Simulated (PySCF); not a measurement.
Compound: C₆H₈.
Cartesian coordinates in Å at the PBE0-D3(BJ)/def2-SVP level; atoms count from 1:
```xyz
14
C6H8 angstrom
C      0.339   -1.806    1.966
C      0.145   -0.820    1.130
C     -0.050    0.176    0.283
C     -0.046    1.606    0.753
C     -0.275   -0.119   -1.136
C     -0.485    0.795   -2.093
H     -0.497   -2.286    2.487
H      1.345   -2.188    2.175
H      0.137    1.669    1.834
H     -1.011    2.089    0.534
H      0.736    2.182    0.233
H     -0.265   -1.181   -1.403
H     -0.645    0.494   -3.131
H     -0.506    1.867   -1.881
```

Linear response at CAM-B3LYP/def2-SVPD (PySCF, frozen core in the response, non-relativistic).

Static isotropic polarisability: 82.11 au (12.17 Å³), principal values 51.4, 65.3, 129.6 au.

Task: What is the polarisability at 1064 nm and at the sodium D line?

Result: 83.40 au at 1064 nm (+1.6 %), 86.62 au at 589.3 nm (+5.5 %). The rise at 589.3 nm is 3.50 times that at 1064 nm; a pure ω² law gives 3.26. The lowest singlet lies at 228 nm, shorter than both wavelengths.

Task: What is the isotropic C6 coefficient between two such molecules, C6 = (3/π)∫α(iω)² dω?

Result: 2275 au (Eh·bohr⁶) by a ten-point quadrature over imaginary frequencies, which is 1360 eV·Å⁶ or 131 J·nm⁶/mol.

Task: Which effective excitation energy ω̄ makes London's formula C6 = (3/4)α²ω̄ exact here?

Result: ω̄ = 4·C6/(3α²) = 0.450 Eh = 12.2 eV. A one-pole form α(ω) = α/(1 − ω²/ω̄²) fitted to the 1064 nm value gives 9.4 eV.

Task: What three-body coefficient follows from the one-pole estimate C9 = (3/4)·α·C6?

Result: 140000 au. This is an estimate from the two numbers above, not a computed integral.

Task: The lowest 6 singlets have (eV, f): 5.44, 0.001; 5.80, 0.000; 5.83, 0.793; 6.39, 0.006; 7.11, 0.018; 7.31, 0.003. What share of the static polarisability do they carry in the sum over states α = Σ f/ω²?

Result: 17.71 au, 21.6 % of α; the largest term, 17.28 au, is that of the state at 5.83 eV. Their oscillator strengths add up to 0.82. Higher states carry the rest.

Task: What does −C6/R⁶ come to at R = 10 Å between centres?

Result: -130 J/mol. This is the leading, orientation-averaged term; C8 and higher terms are left out.

Task: What molar refraction at the D line follows from R = (4π/3)·N_A·α′, with α′ the polarisability volume?

Result: α′ = 12.84 Å³ gives R = 32.38 cm³/mol, for isolated, non-vibrating species.

Task: What n − 1 at the D line would an ideal gas of it have at 273.15 K and 1 atm (2.6868 × 10¹⁹ cm⁻³), by n − 1 = 2π·N·α′?

Result: 21.67 × 10⁻⁴, a formal value whether or not that pressure can be reached.

Task: How many electrons N does the Slater–Kirkwood formula C6 = (3/4)·√N·α^(3/2) need to give this C6?

Result: N = (4·C6/3)²/α³ = 16.6; the species has 44 electrons in all.

One conformer stands for the species.
